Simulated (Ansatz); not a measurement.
Diamond

Computed with r²SCAN (PAW; Ansatz, an electronic-structure program).

Numerical settings: plane-wave cutoff 560 eV, 16×16×16 k mesh, Fermi–Dirac smearing 0.01 eV, scalar-relativistic PAW data made under PBE.

Cell (measured lattice):

C is modelled in the cubic space group Fd-3m, origin choice 1 (No. 227), the diamond structure, Pearson symbol cF8. Cell: a = b = c = 3.567 Å, α = β = γ = 90.00°. C on 8b has 4 C at 1.545 Å (tetrahedral). (Neighbours: up to the widest gap in distance over summed covalent radii, below 1.35, at either atom.)
(The calculation used a cell of 2 atoms; values per cell refer to that cell.)

```
Quantity                                                 Result
-------------------------------------------  ------------------
band gap                                     4.35 eV (indirect)
smallest direct gap on the k points sampled             5.88 eV
width of the whole s-p valence band                    22.67 eV
```

Note: cell and atoms aren't relaxed at this level (pressure -2.6 GPa).

Computed values are for the static lattice.
